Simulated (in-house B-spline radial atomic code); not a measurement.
Values are calculated unless marked as measured or tabulated.
# Stopping and range of 50 keV S in Si

The pair potential comes from two frozen, spherical free-atom densities (PBE, B-spline radial code, scalar-relativistic past argon): electrostatics plus the change in Thomas-Fermi kinetic and Dirac exchange energy where they overlap, the recipe behind the universal ZBL potential, which averages such potentials (from solid-state densities) over many pairs. It is written V = (Z1 Z2 e²/r) φ(r/a), with e² = 14.3996 eV·Å and a = 0.46850 Å/(Z1^0.23 + Z2^0.23); ZBL's fit is φ = 0.18175 e^(−3.1998x) + 0.50986 e^(−0.94229x) + 0.28022 e^(−0.4029x) + 0.02817 e^(−0.20162x). Where φ falls below 4e-4 it is continued as an exponential.

The target is taken as amorphous, with density 2.329 g/cm³ (NSM archive of the Ioffe Institute); channelling is ignored. Masses: S 32.06, Si 28.09 u. Nuclear stopping is S_n = 4π a Z1 Z2 e² M1/(M1 + M2) × s_n(ε), with s_n integrated over impact parameters for each pair. Electronic stopping is Lindhard and Scharff's S_e = Z1^(1/6) 8π e² a0 Z1 Z2/(Z1^(2/3) + Z2^(2/3))^(3/2) × v/v0, with a0 = 0.529177 Å and v = v0 at 24.801 keV/u; it misses the oscillations with Z1 seen in experiment, which reach tens of per cent. Compounds add by atom fraction.

```tsv
target atom	a (Å)	ε at this energy	s_n, this pair	s_n, ZBL potential
Si	0.12570	0.91	0.3459	0.3176
```

Task: What are the atom density and the stopping powers at entry?

Result: N = 2.329 × 0.602214/28.09 = 0.04993 atoms/Å³. For Si: S_n = 2716 × 0.3459 = 939.3 eV·Å², S_e = 1.8013 × √50000 = 402.8 eV·Å². Averaged over the target's atoms and times N × 10 Å/nm, the ion loses N S_n = 469 eV/nm to recoils and N S_e = 201 eV/nm to electrons; the nuclear share is 70 %.

Along the track:

```json
{"E (keV)": "2.5", "N S_n (eV/nm)": "396", "N S_e (eV/nm)": "45"}
{"E (keV)": "7.5", "N S_n (eV/nm)": "491", "N S_e (eV/nm)": "77.9"}
{"E (keV)": "15", "N S_n (eV/nm)": "518", "N S_e (eV/nm)": "110"}
{"E (keV)": "25", "N S_n (eV/nm)": "512", "N S_e (eV/nm)": "142"}
{"E (keV)": "37.5", "N S_n (eV/nm)": "492", "N S_e (eV/nm)": "174"}
{"E (keV)": "50", "N S_n (eV/nm)": "469", "N S_e (eV/nm)": "201"}
```

Task: Estimate the path length and the projected range.

Result: With continuous slowing down the path is the integral of dE/(N (S_n + S_e)). Trapezoids over the table give 75.9 nm, and the stretch below the first row, with stopping taken as √E, adds 2E/(N S) = 11 nm: 87.2 nm in all, against 84.3 nm on a fine grid from 5 eV. Deflections shorten the depth: to first order in the energy passed on, N (S_n + S_e) dR_p/dE = 1 − N S_n (M2/M1) R_p/(2E), summed over the target's atoms, and integrating this on the fine grid gives R_p = 59 nm, 0.70 of the path. Lindhard's rule of thumb R/(1 + M2/3M1), with mean M2/M1 = 0.88, gives 65.2 nm. On the ZBL potential the same equation gives 63.4 nm, and the full integral equation, which keeps hard collisions, 67.6 nm.
